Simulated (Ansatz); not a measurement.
Isolated molecules relaxed with PBE0-D4/def2-TZVP in Ansatz; ΔE leaves out vibrations. CCSD(T)/CBS adds triple-zeta CCSD(T) − MP2 to the extrapolated MP2 energy (def2 sets, frozen cores). This one scheme is used for every species. Functionals use def2-TZVPP. B3LYP here is the variant with VWN-RPA as its local correlation; programs differ in this. One conformer a species, not always the lowest.

`C#COC(C)F` + H₂O → `C#COC(C)O` + H–F  (formal hydrolysis of a C–F bond)

```json
{"level": "B3LYP-D4", "ΔE (kcal/mol)": "-1.2", "difference from CCSD(T)/CBS": "1.0"}
{"level": "ωB97X-V", "ΔE (kcal/mol)": "-1.1", "difference from CCSD(T)/CBS": "1.1"}
{"level": "ωB97M-V", "ΔE (kcal/mol)": "-1.2", "difference from CCSD(T)/CBS": "1.0"}
{"level": "r2SCAN", "ΔE (kcal/mol)": "-0.8", "difference from CCSD(T)/CBS": "1.4"}
{"level": "MP2/def2-TZVPP", "ΔE (kcal/mol)": "-3.1", "difference from CCSD(T)/CBS": "-0.9"}
{"level": "SCS-MP2/def2-TZVPP", "ΔE (kcal/mol)": "-2.3", "difference from CCSD(T)/CBS": "-0.1"}
{"level": "MP2/def2-QZVPP", "ΔE (kcal/mol)": "-3.1", "difference from CCSD(T)/CBS": "-0.9"}
{"level": "SCS-MP2/def2-QZVPP", "ΔE (kcal/mol)": "-2.3", "difference from CCSD(T)/CBS": "-0.1"}
{"level": "MP2/CBS(def2)", "ΔE (kcal/mol)": "-3.1", "difference from CCSD(T)/CBS": "-0.9"}
{"level": "CCSD/CBS(def2)", "ΔE (kcal/mol)": "-1.9", "difference from CCSD(T)/CBS": "0.3"}
{"level": "CCSD(T)/CBS", "ΔE (kcal/mol)": "-2.2", "difference from CCSD(T)/CBS": "0"}
```

Largest T1 diagnostic among the species: 0.012.

In def2-TZVPP, CCSD(T) changes the Hartree–Fock value by −2.4 kcal/mol (the triples alone add −0.3 kcal/mol) and MP2 by −3.3 kcal/mol.
